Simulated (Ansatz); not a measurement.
Born–Oppenheimer molecular dynamics of F$_{2}$H$_{2}$Si (5 atoms, charge 0, multiplicity 1). It starts from a relaxed structure.

These are results of RKS PBE0-D4/def2-SVP in Ansatz, not measurements.

```yaml
ensemble: NVE (velocity Verlet)
time_step: 0.5 fs
steps_asked: 166
starting_velocities_drawn_for: 200 K
seed: 172298
```

First frame:

```xyz
5
Properties=species:S:1:pos:R:3
Si -0.012 -0.022 0.018
H 0.021 0.036 1.497
F 1.503 0.000 -0.531
F -0.750 1.301 -0.531
H -0.698 -1.210 -0.538
```

How far do the bonds stretch over the last three quarters of this one trajectory? (Pairs bonded in most of those frames.)


```
  bond  mean (Å)  spread (Å)  shortest  longest
Si1–H2     1.481       0.002      1.48     1.48
Si1–F3     1.609       0.026      1.57     1.65
Si1–F4     1.609       0.014      1.59     1.63
Si1–H5     1.481       0.004      1.47     1.49
```

Mean temperature of the second half: 106 K. The conserved energy stayed within 0.018 meV per atom of its start (net change 0.013 meV per atom), so the integration is sound. Over the second half the temperature averaged 0.53 of the 200 K drawn at the start: a run that starts near a minimum puts about half its kinetic energy into the potential. A run of 0.083 ps of so small a system gives no equilibrium averages.

Run time: 2.9 min on 1 thread of Arm Neoverse V1 (shared host), peak memory 0.086 GiB.
